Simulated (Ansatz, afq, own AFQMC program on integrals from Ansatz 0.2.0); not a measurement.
Integrals from Ansatz 0.2.0, then the random walk in our own AFQMC program (afq).

```yaml
crystal:
  periodic: [false, false, false]
  atoms:
    - {symbol: C, position_ang: [-0.336332, 0.000000, 0.520378]}
    - {symbol: C, position_ang: [0.254900, 0.000000, -0.520378]}
    - {symbol: H, position_ang: [0.189562, 0.000000, 1.446118]}
    - {symbol: H, position_ang: [0.780793, 0.000000, -1.446118]}
basis:
  gaussian: {orbitals: cc-pVDZ}
magnetization: {spin_polarized: true, initial_magnetization: 0}
correlation: {method: ccsd_t, electrons: outside_noble_gas, hamiltonian_folder: ham}
```

```sh
$ ansatz run in.yaml --threads 1 --pin off --events-out ev --progress --plain --max-ram 1382MiB
```

afq runs on the folder ham with

```
--method free --trial cisd --walkers 70 --time-step 0.03 --max-blocks 80 --target-error 0.00038 --factor-cut 1e-05 --seed 9209 --times 0,0.21,0.42,0.81,1.2,1.8,2.4,3 --taylor-order 8
```

Times are imaginary, in 1/Eh. The walk had a cap of 536 s.

Log:

```
orbitals 36  electrons 5 5  factors 287 of 350
reference energy -76.78738457 Eh
CCSD correlation -0.27710770 Eh in 10 cycles, weight of the determinant in the CISD state 0.8735
repeat  energy at the last time / Eh  error
    10  -77.079585  0.001976
    20  -77.078889  0.001478
    30  -77.077581  0.001242
    40  -77.076900  0.001050
    50  -77.076404  0.001022
    60  -77.076428  0.000897
    70  -77.076934  0.000880
    80  -77.076832  0.000795
time / (1/Eh)  energy / Eh  error  mean overlap
  0.00  -77.064418  0.000241  1.1448
  0.21  -77.071217  0.000298  1.1441
  0.42  -77.073883  0.000350  1.1489
  0.81  -77.076198  0.000393  1.1571
  1.20  -77.077421  0.000392  1.1525
  1.80  -77.077845  0.000467  1.1790
  2.40  -77.077798  0.000597  1.1968
  3.00  -77.076832  0.000795  1.2361
energy -77.076832 +/- 0.000795 Eh
```

The run passed its tests (error under three times the target), which doesn't prove that it has relaxed.

Against this walk (error 21.6 meV) on the same determinant: CCSD(T) 5.1 meV higher (within the noise), CCSDT(Q) 38.3 meV lower (within the noise). The error is statistical, and a free projection of finite length keeps a remainder of its start. The last points scatter (meV from the last: 17 ± 11 at 0.81, -16 ± 11 at 1.20, -28 ± 13 at 1.80, -26 ± 16 at 2.40, 0 ± 22 at 3.00); the last is the one printed as the energy, and the gaps above move with that scatter.

Cautions: remainder of the start not in the error; error above the target (21.6 against 10.3 meV); higher spins were not checked; an unrestricted solution with more broken spin lies lower (25 meV, ⟨S²⟩ 0.21), while this determinant keeps restricted orbitals; raised T1 diagnostic (T1 0.020, weight of the determinant 0.87, largest double 0.12).

The walk took 4.4 min on 1 thread of Intel(R) Xeon(R) Platinum 8488C (Sapphire Rapids) (shared host). The log's last line is the free-projection energy.

CCSDT and higher add their correlation energy to the determinant of the CCSD(T) run, since their own runs factorise the integrals more tightly (a shift of under 2 meV). A walk keeps the symmetry of its determinant, which the program's search chose and which needn't be the lowest solution, so a lower state of the same spin and another symmetry isn't excluded.
